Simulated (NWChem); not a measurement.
# OH− (hydroxide) at 6 levels

We compute a comparison of 6 runs (HF/pcseg-2, B3LYP/6-31G*, CAM-B3LYP/aug-cc-pVDZ, TPSS/aug-cc-pVTZ, r2SCAN/aug-cc-pVTZ, CCSD/def2-SVPD) of OH− (hydroxide). 

The calculation is run with NWChem 7.3.0.

1 further run of the same task is left out (set aside as unsound or not needed).

## (1) The molecule

OH− has 2 atoms, charge -1, and is taken as a singlet. SMILES: `[OH-]`. Geometry: relaxed at PBE0-D4/def2-TZVPD.

Bond lengths: O1–H2 0.964 Å.

## (2) Energy and gradient at HF/pcseg-2 (run 1)

Input file run.py:

```python
from ase import Atoms
from ase.calculators.nwchem import NWChem

molecule = Atoms(['O', 'H'], positions=[
    [0.411800, -0.131800, 0.212500],
    [-0.411800, 0.131800, -0.212500],
])

calc = NWChem(
    label='ho',
    theory='scf',
    memory='2200 mb',
    basis='pcseg-2',
    basispar='spherical bse',
    charge=-1,
    scf={'nopen': '0', 'rhf': None, 'thresh': '1e-08', 'maxiter': '80', 'print': 'low'},
)
molecule.calc = calc

forces = molecule.get_forces()
e = molecule.get_potential_energy()
print(f"E = {e:.6f} eV")
print("forces (eV/A):")
for s, f in zip(molecule.symbols, forces):
    print(f"{s:2s} {f[0]:10.5f} {f[1]:10.5f} {f[2]:10.5f}")
```

On the command line:

```sh
export ASE_NWCHEM_COMMAND="nwchem PREFIX.nwi > PREFIX.nwo"
python run.py
```

What it wrote:

```text
E = -2051.819713 eV
forces (eV/A):
O    -0.91542    0.29300   -0.47236
H     0.91542   -0.29300    0.47236
```

The calculator wrote ho.nwi:

```
title "ho"

permanent_dir ho

scratch_dir ho

start ho

geometry units angstrom nocenter noautosym noautoz
  O  4.1180000000000000e-01 -1.3180000000000000e-01 2.1249999999999999e-01
  H  -4.1180000000000000e-01 1.3180000000000000e-01 -2.1249999999999999e-01
end

charge -1

memory 2200 mb

basis spherical bse noprint
   * library pcseg-2
end

scf
  nopen 0
  rhf
  thresh 1e-08
  maxiter 80
  print low
end

task scf gradient
```

ho.nwo:

```text
Northwest Computational Chemistry Package (NWChem) 7.3.0
             --------------------------------------------------------

           Job information
           ---------------

    nwchem branch   = 7.3.0
    use scalapack   = T
    input           = ho.nwi
    prefix          = ho.
    data base       = ho/ho.db
    status          = startup
    nproc           =        1

           Memory information
           ------------------

[... 5 lines left out ...]
    hardfail = no
[... 78 lines left out ...]
       Final RHF  results
[... 3 lines left out ...]
      One-electron energy =   -116.720758571029
[... 1 line left out ...]
 Nuclear repulsion energy =      4.393567358110
[... 1 line left out ...]
        Time for solution =      0.9s

                              NWChem Gradients Module
                              -----------------------

                         RHF ENERGY GRADIENTS

    atom               coordinates                        gradient
                 x          y          z           x          y          z
   1 O       0.778189  -0.249066   0.401567    0.017802  -0.005698   0.009186
   2 H      -0.778189   0.249066  -0.401567   -0.017802   0.005698  -0.009186

 Task  times  cpu:        1.2s     wall:        1.2s
 Total times  cpu:        1.2s     wall:        1.2s
```

Wall time 2 s (1 thread of Intel Xeon 6975P-C (Granite Rapids), shared host); peak memory 0.1 GiB.

## (3) Energy and forces at B3LYP/6-31G(d) (Cartesian functions) (run 2)

Input file run.py:

```python
from ase import Atoms
from ase.calculators.nwchem import NWChem

mol = Atoms('OH', positions=[
    [0.411800, -0.131800, 0.212500],
    [-0.411800, 0.131800, -0.212500],
])

calc = NWChem(
    label='ho',
    theory='dft',
    memory='2200 mb',
    basis='6-31G*',
    charge=-1,
    dft={'xc': 'b3lyp', 'mult': '1', 'grid': 'xfine', 'convergence': 'energy 1e-08', 'iterations': '100', 'mulliken': None},
)
mol.calc = calc

forces = mol.get_forces()
print("Total energy (eV):", round(mol.get_potential_energy(), 6))
print("forces (eV/A):")
for s, f in zip(mol.symbols, forces):
    print(f"{s:2s} {f[0]:10.5f} {f[1]:10.5f} {f[2]:10.5f}")
print("dipole (e A):", mol.get_dipole_moment().round(4))
```

On the command line:

```sh
export ASE_NWCHEM_COMMAND="nwchem PREFIX.nwi > PREFIX.nwo"
python run.py
```

What it wrote:

```text
Total energy (eV): -2060.454946
forces (eV/A):
O     0.90601   -0.28997    0.46753
H    -0.90601    0.28997   -0.46753
dipole (e A): [-0.5394  0.1726 -0.2784]
```

The calculator wrote ho.nwi:

```
title "ho"

permanent_dir ho

scratch_dir ho

start ho

geometry units angstrom nocenter noautosym noautoz
  O  4.1180000000000000e-01 -1.3180000000000000e-01 2.1249999999999999e-01
  H  -4.1180000000000000e-01 1.3180000000000000e-01 -2.1249999999999999e-01
end

charge -1

memory 2200 mb

basis noprint
   * library 6-31G*
end

dft
  xc b3lyp
  mult 1
  grid xfine
  convergence energy 1e-08
  iterations 100
  mulliken
end

task dft gradient
```

ho.nwo:

```text
Northwest Computational Chemistry Package (NWChem) 7.3.0
             --------------------------------------------------------

           Job information
           ---------------

    nwchem branch   = 7.3.0
    use scalapack   = T
    input           = ho.nwi
    prefix          = ho.
    data base       = ho/ho.db
    status          = startup
    nproc           =        1

           Memory information
           ------------------

[... 5 lines left out ...]
    hardfail = no
[... 71 lines left out ...]
  convergence criterion.
[... 41 lines left out ...]
          Spatial weights used:  Erf1
[... 34 lines left out ...]
 1-e energy   =    -124.522303
[... 36 lines left out ...]
           Coulomb energy =       46.369362605035
[... 197 lines left out ...]
          Convergence on density requested:  1.00D-05
[... 27 lines left out ...]
          total energy or number of iterations.
[... 33 lines left out ...]
                 ----------------------------------------
                 |  Time  |  1-e(secs)   |  2-e(secs)   |
                 ----------------------------------------
                 |  CPU   |       0.00   |       0.01   |
                 ----------------------------------------
                 |  WALL  |       0.00   |       0.01   |
                 ----------------------------------------

 Task  times  cpu:        0.6s     wall:        0.6s
 Total times  cpu:        0.7s     wall:        0.7s
```

Wall time 1.5 s (1 thread of Intel Xeon 6975P-C (Granite Rapids), shared host); peak memory 0.11 GiB.

## (4) Energy and gradient at CAM-B3LYP/aug-cc-pVDZ (run 3)

Input file calc.nw:

```
START calc
memory total 2200 mb
charge -1

GEOMETRY units angstrom noautosym nocenter noautoz
 O      0.411800    -0.131800     0.212500
 H     -0.411800     0.131800    -0.212500
END

BASIS "ao basis" spherical bse
 O library aug-cc-pVDZ
 H library aug-cc-pVDZ
END

DFT
 xc xcamb88 1.00 lyp 0.81 vwn_5 0.19 hfexch 1.00
 cam 0.33 cam_alpha 0.19 cam_beta 0.46
 grid xfine
 convergence energy 1e-08
 direct
 iterations 100
 mulliken
END

TASK dft gradient
```

On the command line:

```sh
nwchem calc.nw > calc.out
```

What it wrote:

```text
[...]
          Wavefunction type:  closed shell.
          No. of atoms     :     2
          No. of electrons :    10
[...]
          Charge           :    -1
          Spin multiplicity:     1
[...]
          AO basis - number of functions:    32
[...]
              XC Information
              --------------
                     Hartree-Fock (Exact) Exchange  1.000
                   CAM-Becke88 Exchange Functional  1.000
                      VWN V Correlation Functional  0.190 local
              Lee-Yang-Parr Correlation Functional  0.810
[...]
 d= 0,ls=0.0,diis     1    -75.4057429048 -7.98D+01  5.33D-02  3.83D+00     0.3
[...]
 d= 0,ls=0.0,diis     8    -75.7897667942  4.50D-09  3.77D-06  8.91D-08     1.6
         Total DFT energy =      -75.789766794224
      One electron energy =     -116.285347269608
           Coulomb energy =       45.195416785280
    Exchange-Corr. energy =       -9.093403668006
 Nuclear repulsion energy =        4.393567358110
[...]
      Total Density - Mulliken Population Analysis
     ---------------------------------------------
    Atom       Charge   Shell Charges
 -----------   ------   -------------------------------------------------------
    1 O    8     8.94   2.01  0.85  0.88  0.11  2.78  1.70  0.62  0.01 -0.01
    2 H    1     1.06   0.77  0.11  0.00  0.08  0.10
[...]
  wavefunction    = closed shell
[...]
                         DFT ENERGY GRADIENTS
    atom               coordinates                        gradient
                 x          y          z           x          y          z
   1 O       0.778189  -0.249066   0.401567   -0.002687   0.000860  -0.001387
   2 H      -0.778189   0.249066  -0.401567    0.002687  -0.000860   0.001387
[...]
```

Wall time 2.5 s (1 thread of Intel Xeon 6975P-C (Granite Rapids), shared host); peak memory 0.11 GiB.

Runs 4 to 5 aren't shown in full; the table further down has their settings and results.

## (5) The energy at CCSD/def2-SVPD (run 6)

Input file run.nw:

```
start run
title "HO energy"
memory total 2200 mb
charge -1

geometry noautosym nocenter noautoz
  O     0.411800   -0.131800    0.212500
  H    -0.411800    0.131800   -0.212500
end

basis spherical bse
  O library def2-SVPD
  H library def2-SVPD
end

scf
  thresh 1e-08
  maxiter 80
  noprint "final vectors analysis"
end

ccsd
  freeze core 1
  maxiter 60
end

task ccsd
```

On the command line:

```sh
nwchem run.nw > run.out
```

What it wrote:

```text
[...]
  functions       =    31
[...]
  wavefunction    = RHF
[...]
         Total SCF energy =    -75.328553681365
      One-electron energy =   -116.346491365966
      Two-electron energy =     36.624370326492
 Nuclear repulsion energy =      4.393567358110
        Time for solution =      0.2s
[...]
 Total MP2 energy:            -75.564672285113218
[...]
             energy      energy      error      ampl     ampl      Block
                                                time     time      time
[...]
 Total CCSD energy:            -75.563737093169209
[...]
```

Wall time 1.5 s (1 thread of Intel Xeon 6975P-C (Granite Rapids), shared host); peak memory 0.1 GiB.

## (6) The series

| run | level | Cartesian functions | iteration cap | energy (Eh) | largest force (eV/Å) | wall time |
| --- | --- | --- | --- | --- | --- | --- |
| 1 | HF/pcseg-2 | no | 80 | -75.402984 | 1.071 | 2 s |
| 2 | B3LYP/6-31G* (Cartesian functions) | yes | 100 | -75.720323 | 1.060 | 1.5 s |
| 3 | CAM-B3LYP/aug-cc-pVDZ | no | 100 | -75.789767 | 0.162 | 2.5 s |
| 4 | TPSS/aug-cc-pVTZ | no | 100 | -75.835772 | 0.500 | 8.7 s |
| 5 | r2SCAN/aug-cc-pVTZ | no | 100 | -75.789467 | 0.112 | 8.7 s |
| 6 | CCSD/def2-SVPD | no | 80 | -75.563737 | – | 1.5 s |

## (7) Results

| quantity | value |
| --- | --- |
| run 6: total energy | -75.56374 Eh |
| run 6: correlation energy (1 core orbital frozen) | -235.2 mEh |

What this shows: Over runs 2, 3, 4, 5 the HOMO–LUMO gap runs from 1.55 eV (TPSS/aug-cc-pVTZ) to 6.96 eV (B3LYP/6-31G*). The two ends differ in method and basis. The empty levels of an anion lie above zero and hang on the basis. Totals of different functionals can't be ranked against each other. In runs 2, 4, 5 the HOMO lies above zero, so the outermost electron may be held by the basis alone. All runs together took 25 s, the longest 8.7 s.
